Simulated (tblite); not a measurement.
Compound: C6H13 (charge +1).
Bonds: C1–C2, C2–C3, C2–C4, C4–C5, C4–C6. Hydrogens: H7, H8, H9 on C1; H10, H11, H12 on C3; H13 on C4; H14, H15, H16 on C5; H17, H18, H19 on C6.

The geometry is computed with GFN2-xTB (gas phase).

Q: List the bond lengths, angles and torsions at this level.

A: 
```csv
bond,length (Å),order
"C1–C2, C2–C3",1.450,single
C2–C4,1.459,single
C4–C5,1.522,single
C4–C6,1.562,single
C1–H7 and 3 like bonds,1.090,single
"C1–H8, C3–H12",1.097,single
C4–H13,1.096,single
C5–H14 and 5 like bonds,1.087,single
```

Bonds in one row agree within 0.01 Å and their mean is given. Orders are formal, as drawn. A selection of angles:
```csv
angle,degrees
C2–C1–H7,114.0
C2–C1–H8,108.0
C2–C1–H9,111.3
H7–C1–H8,108.6
H7–C1–H9,110.6
H8–C1–H9,103.7
C1–C2–C3,119.3
C1–C2–C4,120.0
C3–C2–C4,120.7
C2–C3–H12,108.7
C2–C4–C5,116.6
C2–C4–C6,103.7
C2–C4–H13,109.8
C5–C4–C6,110.0
C5–C4–H13,110.2
C6–C4–H13,105.8
C4–C5–H14,109.4
C4–C5–H15,111.0
H14–C5–H15,107.8
H15–C5–H16,108.8
C4–C6–H18,107.3
```

Dihedral angles: C1–C2–C4–C5 162° (antiperiplanar). The mirror-image conformer, all signs reversed, is as good.

Of the pairs four or more bonds apart, C5···H12 is among the closest relative to their van der Waals radii: 2.78 Å, 96 % of the sum of Bondi's values. The 5 C–C bonds span 1.449 Å (C2–C3, drawn single) to 1.562 Å (C4–C6, drawn single), a spread of 0.113 Å. C2 (formal carbocation centre) is planar (angles 120.7°, 120.0° and 119.3°, sum 360.0°, 0.01 Å off the plane of its three neighbours).

Point group: C1 (no symmetry element, even within 0.4 Å). Its GFN2-xTB frequencies are all real (lowest 67 cm⁻¹).
